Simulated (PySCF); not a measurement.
Input of a run (PBE0-D3(BJ)/def2-TZVP geometry optimisation, gas phase (PySCF 2.14.0)), started from GFN2-xTB:
```
{"job": {"xc": "PBE0", "basis": "def2-TZVP", "d3": "d3bj", "grid": 2, "kind": "geom"}, "charge": 0, "multiplicity": 1}
N     -1.394416    -0.021205     0.100858
C     -0.086674     0.592362     0.062650
C      0.976737    -0.498301     0.069522
F      0.861218    -1.313775    -0.990696
F      2.212552     0.025431     0.011277
F      0.935695    -1.269055     1.157132
H     -2.121871     0.681079     0.135830
H     -1.547535    -0.607416    -0.712213
H      0.118493     1.221431    -0.821434
H      0.054682     1.194104     0.964546
```

Output (energies in Eh, forces in Eh/bohr):
```
step   0  E = -432.66540604  max force = 0.006843
step   1  E = -432.66557866  max force = 0.004977
step   2  E = -432.66591116  max force = 0.001586
step   3  E = -432.66597514  max force = 0.001020
step   4  E = -432.66603319  max force = 0.001166
step   5  E = -432.66607302  max force = 0.001291
step   6  E = -432.66608311  max force = 0.000810
step   7  E = -432.66608643  max force = 0.000275
optimisation converged
```

Task: Summarise the run.

Result: The energy falls by 0.43 kcal/mol over 8 energy and gradient evaluations, the largest force component goes from 0.0068 to 2.8e-04 Eh/bohr, and the atoms move by 0.074 Å rms after alignment. The bond that changes most is C2–C3 (sp3 carbon bound to nitrogen to CF3 carbon), which shortens by 0.012 Å. Bonds longer at the end by more than 0.005 Å: 0 of 9; shorter: 1. Among the dihedrals that turn most is H8–N1–C2–C3, from -61° to -72°. The energy never rose by more than 1e-6 Eh on the way. The first step brought 25 % of the lowering.

Task: What are the final bond lengths?

Result: N1–C2 1.442 Å, C2–C3 1.511 Å, C3–F4 1.344 Å, C3–F5 1.341 Å, C3–F6 1.332 Å, N1–H7 1.010 Å, N1–H8 1.011 Å, C2–H9 1.099 Å, C2–H10 1.092 Å. Numbering counts from 1 in the input's order; the species is 2,2,2-trifluoroethylamine (`NCC(F)(F)F`).

The run used 210 basis functions and 55 SCF cycles in all. On one thread of an Arm Neoverse V1, on a shared host, this took 1.7 min of wall time and 0.85 GiB of memory at its peak.

PBE0-D3(BJ)/def2-TZVP frequencies: not computed here. One conformer, not necessarily the lowest.
